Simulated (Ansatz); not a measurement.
HO2 (`[O]O`) radical. The species carries charge 0 and has multiplicity 2.

Bond lengths: O1–O2 1.309 Å, O2–H3 0.975 Å. Angles: O1–O2–H3 105.8°.

Q: List the harmonic frequencies (cm⁻¹, unscaled) at PBE0-D4/def2-TZVP in Ansatz. (Best estimate.)

A: Computed: 1226, 1458, 3631.

Q: Is this a minimum?

A: Yes, all 3 modes are real.

Q: Give the ideal-gas thermochemistry at 298.15 K and 1 bar (rigid rotor, harmonic oscillator; point group Cs, symmetry number 1).

A: Zero-point energy 37.8 kJ/mol; H(298) − E = 47.7 kJ/mol; entropy 228.6 J/(mol·K), of which translation 152.5, rotation 70.1, vibration 0.2, electronic 5.8; G(298) − E = -20.4 kJ/mol.
